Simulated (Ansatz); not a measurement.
**Equilibrium lattice constant a of some phosphides, arsenides and antimonides, all zinc-blende**

Method: PBE0-D3(BJ) (PAW; Ansatz, an electronic-structure program). References are measured values corrected to a static lattice. The table is a random draw of 6 from 8 solids with such references.

Values in Å.

```json
[
 {"solid": "zinc-blende AlAs", "reference": "5.649", "PBE0-D3(BJ)": "5.618", "error (%)": "-0.55"},
 {"solid": "zinc-blende BP", "reference": "4.525", "PBE0-D3(BJ)": "4.484", "error (%)": "-0.91"},
 {"solid": "zinc-blende InAs", "reference": "6.047", "PBE0-D3(BJ)": "?", "error (%)": "?"},
 {"solid": "zinc-blende InSb", "reference": "6.468", "PBE0-D3(BJ)": "6.450", "error (%)": "-0.28"},
 {"solid": "zinc-blende InP", "reference": "5.858", "PBE0-D3(BJ)": "5.832", "error (%)": "-0.44"},
 {"solid": "zinc-blende AlP", "reference": "5.451", "PBE0-D3(BJ)": "5.419", "error (%)": "-0.59"}
]
```

Question: Estimate the withheld PBE0-D3(BJ) value.

Answer: The errors of the other rows run from -0.91 % to -0.28 %, with a median of -0.55 %; carried to the reference 6.047 it gives 6.014 Å. The run gives 6.029 Å (-0.30 %), +0.25 % from the estimate; the row was drawn at random, and such an estimate is rough. Over these 6 solids the mean error is -0.51 %, the mean absolute error 0.51 % (median 0.50 %), and the worst case zinc-blende BP at -0.91 %; the value is too low in 6 of 6 cases. Over all 8, from unrounded values, the mean error is -0.53 % and the mean absolute error 0.53 % (median 0.53 %).

All these references are brought to a static lattice.

Spin–orbit coupling is left out, also for the solids with elements from indium on (zinc-blende InAs, zinc-blende InSb, zinc-blende InP); its size isn't shown.

Differences are worked out from the printed values.

Ansatz's density-functional and Hartree–Fock values are scalar-relativistic unless marked +SOC, with PAW data made under PBE.

Not in this set, of the phosphides, arsenides and antimonides with a reference value in our tables and a result at some level: 15 for a reference at room or unstated temperature. These can be a level's best or worst cases. At least 3 more with a reference value are held back for tests. Solids without a released value at any level aren't counted. Layered and molecular crystals are counted apart.

References as tabulated in Mejia-Rodriguez and Trickey (2018), arXiv:1807.09216.
